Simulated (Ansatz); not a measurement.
Process, species as SMILES: P#P (P2) → P2+ (doublet, bonded as P#P) + e-
B3LYP-D3(BJ)/def2-TZVP geometries, fixed; electronic energies without zero-point terms.
Largest species:
```
P
P 1 1.8895
```

Basis-set convergence of the adiabatic ionisation energy at PBE with Ansatz (a quantum-chemistry and plane-wave program). Cartesian d functions, on some or all atoms, in 6-311G**, 6-311+G**; all else is spherical. The program fits the integrals of some runs and decomposes those of others, by size. Open shells are unrestricted. No added dispersion term, no relativity. Functions are those of the species that has most. Reference: the value in aug-cc-pV(5+d)Z, 10.346 eV, itself unsure by roughly 0.002 eV (its mean distance from pcseg-4, aug-pcseg-3, aug-cc-pV(Q+d)Z). Deviations are taken from unrounded values.

```tsv
basis	functions	adiabatic ionisation energy (eV)
def2-SVP	36	10.412
def2-SVPD	48	10.360
pcseg-1	36	10.467
aug-pcseg-1	54	10.428
cc-pV(D+d)Z	46	10.342
aug-cc-pV(D+d)Z	64	10.366
6-311G**	54	10.461
6-311+G**	62	10.462
pcseg-2	68	10.398
aug-pcseg-2	100	10.373
def2-TZVP	74	10.331
def2-TZVPD	86	10.346
cc-pV(T+d)Z	78	10.343
aug-cc-pV(T+d)Z	110	10.355
def2-TZVPP	84	10.330
def2-TZVPPD	96	10.345
cc-pV(Q+d)Z	128	10.341
aug-cc-pV(Q+d)Z	178	10.348
pcseg-3	128	10.339
aug-pcseg-3	178	10.346
def2-QZVPP	140	10.340
def2-QZVPPD	152	10.346
cc-pV(5+d)Z	200	10.342
aug-cc-pV(5+d)Z	272	10.346
```

What the diffuse functions change, pair by pair:
- def2-SVP to def2-SVPD: 12 more functions, deviation 0.066 to 0.013 eV
- pcseg-1 to aug-pcseg-1: 18 more functions, deviation 0.120 to 0.082 eV
- cc-pV(D+d)Z to aug-cc-pV(D+d)Z: 18 more functions, deviation -0.004 to 0.020 eV
- 6-311G** to 6-311+G**: 8 more functions, deviation 0.114 to 0.116 eV
- pcseg-2 to aug-pcseg-2: 32 more functions, deviation 0.052 to 0.027 eV
- def2-TZVP to def2-TZVPD: 12 more functions, deviation -0.015 to 0.000 eV
- cc-pV(T+d)Z to aug-cc-pV(T+d)Z: 32 more functions, deviation -0.003 to 0.009 eV
- def2-TZVPP to def2-TZVPPD: 12 more functions, deviation -0.016 to -0.001 eV
- cc-pV(Q+d)Z to aug-cc-pV(Q+d)Z: 50 more functions, deviation -0.006 to 0.002 eV
- pcseg-3 to aug-pcseg-3: 50 more functions, deviation -0.008 to 0.000 eV
- def2-QZVPP to def2-QZVPPD: 12 more functions, deviation -0.007 to -0.001 eV
- cc-pV(5+d)Z to aug-cc-pV(5+d)Z: 72 more functions, deviation -0.004 to 0.000 eV

Leaving out the reference's own pair, they bring the value nearer the reference by more than 0.002 eV in 8 of 11 pairs.
